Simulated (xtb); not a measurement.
Ligands exchanged one at a time, Al F-OH. All species are isolated molecules in the gas phase. One relaxed conformer stands for each flexible species; it need not be the lowest. Strings in code marks are SMILES.

Quantity: redistribution energy (mixed species minus the weighted end members), in eV.

Case: 1 of 3 F replaced by OH: `[F][Al]([OH])[F]` (H–O–Al–F torsion 0°). The other species in the difference include `[F][Al]([F])[F]` (neutral, multiplicity 1). Geometry of `[OH][Al]([F])[F]` (neutral, multiplicity 1, Å):

```xyz
5

O      1.1264    -0.2947    -0.0051
Al    -0.4824    -0.0021     0.0028
F     -1.1330     1.5057    -0.0044
F     -1.5135    -1.2731     0.0182
H      2.0025     0.0642    -0.0116
```

Question: Estimate the redistribution energy (mixed species minus the weighted end members) that GFN2-xTB (xtb) returns for this input.

Answer: -0.093 eV.
